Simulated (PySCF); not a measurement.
Ligands exchanged one at a time, Al F-Cl. All species are isolated molecules in the gas phase. Strings in code marks are SMILES.

Level of theory: PySCF 2.14.0 with ωB97X-D3(BJ)/def2-TZVP. All candidates: neutral, multiplicity 1. Delta-SCF ions had no search for a lower state. Excitations are Tamm–Dancoff values on a coarser integration grid. The basis has no diffuse functions, so Rydberg states are missing or too high.

```json
{
 "dipole_moment": "0.43 D",
 "T1 excitation (TDA)": "7.33 eV",
 "vertical ionisation energy (Delta-SCF)": "12.92 eV"
}
```

Q: Say which member has these values.
A) `[F][Al]([F])[F]`
B) `[F][Al]([F])[Cl]`
C) `[Cl][Al]([Cl])[Cl]`
D) `[F][Al]([Cl])[Cl]`

A: B, `[F][Al]([F])[Cl]`. The others give `[Cl][Al]([Cl])[Cl]`: 0.00 D, 7.05 eV, 12.06 eV; `[F][Al]([F])[F]`: 0.01 D, 8.54 eV, 14.91 eV; `[F][Al]([Cl])[Cl]`: 0.42 D, 7.16 eV, 12.40 eV
